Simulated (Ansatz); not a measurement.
How far each method lies from full CI for SiO⁺, quartet

Geometry: a point of a stretch scan, not a stationary point.

| atom | x (Å) | y (Å) | z (Å) |
| --- | --- | --- | --- |
| Si | 0.0000 | 0.0000 | 0.0000 |
| O | 0.0000 | 0.0000 | 2.7790 |

Basis 6-31G; Ansatz 0.2.0. Only valence electrons are correlated (noble-gas cores frozen), which leaves 9 electrons in 16 orbitals. R marks a restricted (for open shells ROHF) determinant, U an unrestricted one. Active spaces: pair = (5e, 5o) about the gap; valence = (9e, 8o) chosen from the atoms' valence shells.

Full CI is exact within this basis and frozen core; it isn't the basis-set limit. The frozen core follows each run's orbitals, which can shift R against U totals by a few meV.

For open shells CISD and CISDTQ are restricted-active-space CI with the open shells as a complete middle space.

* UHF ⟨S²⟩: 3.761
* T1 diagnostic (RCCSD): 0.0179
* largest doubles amplitude (RCCSD): 0.086
* T1 diagnostic (UCCSD): 0.0116

```
   level  E − E(RHF) (eV)
     UHF          -0.0756
    RMP2          -1.9493
    UMP2          -1.9797
   RCCSD          -2.5560
   UCCSD          -2.5572
RCCSD(T)          -2.5772
UCCSD(T)          -2.5783
```

(1) Estimate how far full CI in 6-31G lies from RCCSD(T). The table doesn't fix it; the size of (T) and the diagnostics are the guide.

(1) Full CI in 6-31G lies 0.21 kcal/mol below RCCSD(T), which is 43 % of the (T) step (-0.49 kcal/mol). The diagnostics give no warning, yet the rest is a sizeable part of (T).

The other levels:

```tsv
level	E − E(full CI) (kcal/mol)	share of correlation (%)	wall time
CISD	2.94	95.08	0.72 s
BCCD(T)	0.22	99.64	1.3 s
RCCSDT	0.02	99.96	–
UCCSDT	0.00	100.00	–
CISDTQ	0.07	99.88	6.5 s
RCCSDT(Q)	0.00	99.99	3 s
UCCSDT(Q)	-0.02	100.04	2.8 s
RCCSDTQ	0.00	100.00	24 s
UCCSDTQ	-0.03	100.05	22 s
CASSCF (valence space)	42.42	28.88	–
NEVPT2 (valence space)	12.45	79.13	1.2 s
MRCISD (valence space)	1.58	97.36	–
MRCISD+Q (valence space)	0.58	99.03	1.8 s
```

The correlation energy at full CI, counted from RHF, is -2.586 eV. That run took 19 s on 1 thread of Intel Xeon 6975P-C, shared host over 1,121,120 determinants.

Run but not shown, since their state or frozen core can't be matched to the reference's or they repeat it: CASSCF (pair space), NEVPT2 (pair space).

Times hold each run's SCF and search for its determinant on a shared host, so for small cases they say little of a method's own cost; they ran on 1 thread of Intel Xeon 6975P-C.

The full-CI state has the irrep B2 of C2v, in the program's axes (one component, if the state is degenerate).

Natural occupations of full CI about the gap: 1.989 1.969 1.924 1.003 0.995 0.991 0.050 0.038 0.014 0.010; effectively unpaired electrons, Σ n²(2−n)², 3.04.
